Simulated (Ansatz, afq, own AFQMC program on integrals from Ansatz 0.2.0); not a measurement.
# CN, doublet in 6-31G, levels against full CI

| atom | x (Å) | y (Å) | z (Å) |
| --- | --- | --- | --- |
| N | 0.0000 | 0.0000 | 0.0000 |
| C | 0.0000 | 0.0000 | 1.1601 |

Basis 6-31G. Only valence electrons are correlated. Ansatz 0.2.0 and our own AFQMC program on the same integrals; the CISD trial comes from CCSD amplitudes, and released means the phaseless constraint is let go. Free projection: walkers drawn from exp(T), propagated without any constraint. Its projection time is finite, and what remains of the start isn't in its error. Error bars are statistical, one sigma.

Determinant: ROHF, the one that the program's search chose, which needn't be the lowest solution. The geometry is a point of a scan.

Full CI on the same integrals is exact in this basis and with this determinant's frozen core.

Cautions: a spin-contaminated unrestricted determinant lies lower (UHF 573 meV lower, ⟨S²⟩ 1.22); strong correlation (T1 0.055, weight of the determinant 0.85, largest double 0.11); the released energies are still falling, so no released level is given (meV from the phaseless value at times in 1/Eh: -20 ± 5 at 0.24, -29 ± 4 at 0.51, -44 ± 3 at 0.99, -60 ± 4 at 1.62, -65 ± 7 at 2.40), though the last usable value meets full CI within the noise.

```
T1 diagnostic                               : 0.0554
weight of the determinant in the CISD state : 0.846
size of the correlated space                : 9 electrons in 16 orbitals
```

Reference: full CI, correlation energy -6.044 eV.

```json
{"level": "HF", "E − E(reference) (mEh)": "222.12", "share of correlation (%)": "0.00"}
{"level": "MP2", "E − E(reference) (mEh)": "15.62", "share of correlation (%)": "92.97"}
{"level": "CCSD", "E − E(reference) (mEh)": "10.39", "share of correlation (%)": "95.32"}
{"level": "CCSD(T)", "E − E(reference) (mEh)": "2.55", "share of correlation (%)": "98.85"}
{"level": "CCSDT", "E − E(reference) (mEh)": "1.66", "share of correlation (%)": "99.25"}
{"level": "CCSDT(Q)", "E − E(reference) (mEh)": "0.00", "share of correlation (%)": "100.00"}
{"level": "CCSDTQ", "E − E(reference) (mEh)": "0.25", "share of correlation (%)": "99.89"}
{"level": "ph-AFQMC/HF", "E − E(reference) (mEh)": "6.06 ± 1.16", "share of correlation (%)": "97.27"}
{"level": "ph-AFQMC/CISD", "E − E(reference) (mEh)": "2.49 ± 0.22", "share of correlation (%)": "98.88"}
{"level": "free AFQMC", "E − E(reference) (mEh)": "0.12 ± 0.29", "share of correlation (%)": "99.95"}
```

CCSDT and higher add their correlation energy to the determinant of the CCSD(T) run, since their own runs factorise the integrals more tightly (a shift of under 2 meV). Free projections are given only where their last times agree within the noise and don't stop above the reference; a slow remainder of the start can still hide under it. A walk keeps the symmetry of its determinant, which the program's search chose and which needn't be the lowest solution, so a lower state of the same spin and another symmetry isn't excluded.
